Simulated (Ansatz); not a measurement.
`CC(O)(F)CF` and `COC(C)(O)F` differ in one atom or group.

Ansatz, PBE0-D4/def2-TZVP geometries, multiplicity 1. Each molecule was computed in one conformer, which needn't be the lowest.

```csv
property,`CC(O)(F)CF`
HOMO–LUMO gap (PBE/def2-TZVPP) / eV,7.48
HOMO–LUMO gap (ωB97M-V/def2-TZVPP) / eV,14.00
HOMO–LUMO gap (PBE0/def2-TZVPP) / eV,10.12
HOMO energy (PBE/def2-TZVPP) / eV,-7.26
LUMO energy (ωB97M-V/def2-TZVPP) / eV,2.57
size of the dipole moment (PBE/def2-TZVPP) / D,2.07
```

Task: Give the same properties after the change, and the shifts. (Estimate.)

Result: Ansatz gave: 
```tsv
property	`COC(C)(O)F`	shift
HOMO–LUMO gap (PBE/def2-TZVPP) / eV	6.80	-0.68
HOMO–LUMO gap (ωB97M-V/def2-TZVPP) / eV	13.15	-0.85
HOMO–LUMO gap (PBE0/def2-TZVPP) / eV	9.31	-0.81
HOMO energy (PBE/def2-TZVPP) / eV	-6.52	0.74
LUMO energy (ωB97M-V/def2-TZVPP) / eV	2.50	-0.07
size of the dipole moment (PBE/def2-TZVPP) / D	1.96	-0.11
```

Dipoles are sizes alone; their direction can turn.
